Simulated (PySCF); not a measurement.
# BO⁺: mean field, correlation and small terms against distance

State: ¹Σ⁺, singlet, closed shell. RHF-based CCSD(T) in PySCF 2.14 with B aug-cc-pVTZ, O aug-cc-pVTZ and B aug-cc-pVQZ, O aug-cc-pVQZ (frozen core orbitals: 2; no relativity). Correlation energies are extrapolated as n⁻³ (n = 3, 4), Hartree–Fock as (n+1)·exp(−9√n). CV is the change on freezing 0 orbitals instead, in B cc-pwCVTZ, O cc-pwCVTZ. SR is the spin-free X2C energy in B cc-pVTZ-DK, O cc-pVTZ-DK less the non-relativistic one in B cc-pVTZ, O cc-pVTZ. All energies in eV from B⁺ + O.

```json
{"R (Å)": "1.0481", "HF/CBS": "0.156", "CCSD corr.": "-2.109", "(T)": "-0.2750", "CV": "-0.1225", "SR": "0.0066", "total": "-2.344"}
{"R (Å)": "1.0957", "HF/CBS": "-0.427", "CCSD corr.": "-2.280", "(T)": "-0.3265", "CV": "-0.1039", "SR": "0.0077", "total": "-3.130"}
{"R (Å)": "1.1434", "HF/CBS": "-0.625", "CCSD corr.": "-2.458", "(T)": "-0.3871", "CV": "-0.0881", "SR": "0.0084", "total": "-3.550"}
{"R (Å)": "1.1910", "HF/CBS": "-0.538", "CCSD corr.": "-2.640", "(T)": "-0.4563", "CV": "-0.0747", "SR": "0.0087", "total": "-3.700"}
{"R (Å)": "1.2386", "HF/CBS": "-0.249", "CCSD corr.": "-2.819", "(T)": "-0.5326", "CV": "-0.0632", "SR": "0.0089", "total": "-3.655"}
{"R (Å)": "1.2982", "HF/CBS": "0.298", "CCSD corr.": "-3.032", "(T)": "-0.6312", "CV": "-0.0510", "SR": "0.0089", "total": "-3.407"}
{"R (Å)": "1.3577", "HF/CBS": "0.945", "CCSD corr.": "-3.214", "(T)": "-0.7158", "CV": "-0.0407", "SR": "0.0089", "total": "-3.016"}
```

A fit to the total gives Re = 1.2017 Å, De = 3.705 eV, ωe = 1817.1 cm⁻¹, Be = 1.790 cm⁻¹ (masses 11.0093 and 15.9949 u).

At R = 1.1910 Å the CCSD correlation energy is -0.311724 hartree in the smaller basis and -0.328522 in the larger. Extrapolate it.

(4³·E4 − 3³·E3)/(4³ − 3³) = -0.34078 hartree; the larger basis holds 96.4 % of it.

The T1 diagnostic is 0.051, large enough to doubt a single reference. The open-shell atoms are computed with UHF. Spin–orbit coupling, excitations beyond (T) and corrections to the Born–Oppenheimer picture are left out.
